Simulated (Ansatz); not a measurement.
Geometry optimisation, Ansatz, RKS PBE-D4/def2-mTZVP.

Input:

```yaml
crystal:
  periodic: [false, false, false]
  atoms:
    - { symbol: C, position_ang: [-0.9247, -0.2834, 0.8281] }
    - { symbol: C, position_ang: [0.232, 0.1072, -0.0443] }
    - { symbol: O, position_ang: [1.3276, 0.2708, 0.7856] }
    - { symbol: S, position_ang: [0.0005, 1.6535, -0.9558] }
    - { symbol: S, position_ang: [0.578, -1.2387, -1.2312] }
    - { symbol: H, position_ang: [-1.167, 0.5628, 1.5563] }
    - { symbol: H, position_ang: [-0.7636, -1.1477, 1.4034] }
    - { symbol: H, position_ang: [-1.8471, -0.3692, 0.2204] }
    - { symbol: H, position_ang: [1.94, -0.4619, 0.6076] }
    - { symbol: H, position_ang: [1.2173, 1.8767, -1.2089] }
    - { symbol: H, position_ang: [-0.5277, -1.027, -1.9407] }
basis:
  gaussian: { orbitals: def2-mTZVP }
hamiltonian:
  xc: pbe
  dispersion: d4
relax:
  f_tol: 0.015
  max_steps: 40
```

Launched with:

```bash
$ ansatz run input.yaml --threads 2 --pin off --max-ram 3072MiB --backend cpu --events-out ev --progress --plain --runs-dir out
```

Problem. Where does it end, and by what steps?

Solution. The forces met the threshold. The force dipped under the threshold on the way, but the program's further checks kept it going. After 16 steps the energy has fallen by 0.669 eV; H9 moved furthest, 0.63 Å.

| step | energy less start (eV) | largest force component (eV/Å) | accepted |
| --- | --- | --- | --- |
| 0 | 0.0000 | 3.995 | yes |
| 1 | -0.4367 | 0.815 | yes |
| 2 | -0.4833 | 0.445 | yes |
| 3 | -0.4954 | 0.144 | yes |
| 4 | -0.5168 | 0.873 | yes |
| 5 | -0.5127 | 1.818 | no |
| 6 | -0.5689 | 0.623 | yes |
| 7 | -0.6125 | 0.401 | yes |
| 8 | -0.6334 | 0.570 | yes |
| 9 | -0.6472 | 0.497 | yes |
| 10 | -0.6293 | 0.521 | no |
| 11 | -0.6603 | 0.155 | yes |
| 12 | -0.6677 | 0.040 | yes |
| 13 | -0.6478 | 0.312 | no |
| 14 | -0.6692 | 0.011 | yes |
| 15 | -0.6694 | 0.030 | yes |
| 16 | -0.6695 | 0.008 | yes |

```xyz
11
Properties=species:S:1:pos:R:3
C -1.024 -0.238 0.877
C 0.244 0.005 0.077
O 1.320 -0.083 0.975
S 0.078 1.693 -0.718
S 0.532 -1.328 -1.217
H -1.150 0.555 1.629
H -0.940 -1.203 1.393
H -1.904 -0.259 0.223
H 2.143 0.121 0.487
H 1.128 1.531 -1.574
H -0.361 -0.850 -2.131
```

Whether the end is a true minimum wasn't checked by a vibrational analysis.

Time of the run: 48 s on 2 threads of Arm Neoverse V1, on a shared host, peak memory 0.17 GiB.
